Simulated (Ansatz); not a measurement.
2H MoTe2, treated with r²SCAN (plane waves, PAW; Ansatz, a quantum-chemistry and plane-wave program).

Numerical settings: plane-wave cutoff 560 eV, 12×12×4 k mesh (along the axes of the cell as run), Fermi–Dirac smearing 0.01 eV, no spin polarisation, scalar-relativistic PAW data made under PBE.

Energies at three volumes about the minimum:

| V (Å³/atom) | E − E_lowest (meV/atom) |
|---|---|
| 26.459 | 0.68 |
| 26.999 | 0.00 |
| 27.539 | 0.50 |

Problem. Fit a parabola by hand: where is the minimum, and what is the bulk modulus?

Solution. Slopes: (0.00 − 0.68)/(26.999 − 26.459) = -1.259 and (0.50 − 0.00)/(27.539 − 26.999) = 0.926 meV/Å³. Curvature E″ = 2 × (0.926 − (-1.259))/(27.539 − 26.459) = 4.046 meV/Å⁶. From the middle of the first interval, the slope vanishes at V0 = 26.7290 − (-1.259)/4.046 = 27.040 Å³/atom. B = V0 E″ = 27.040 × 4.046 meV/Å³ × 0.1602 GPa per meV/Å³ = 17.5 GPa. The full Birch–Murnaghan fit to all volumes gives V0 = 27.008 Å³/atom and B0 = 17.2 GPa.

Shape and atoms are relaxed at each volume.

Note: the cell comes from a level without a dispersion term, which matters for the spacing of layers, chains or molecules.
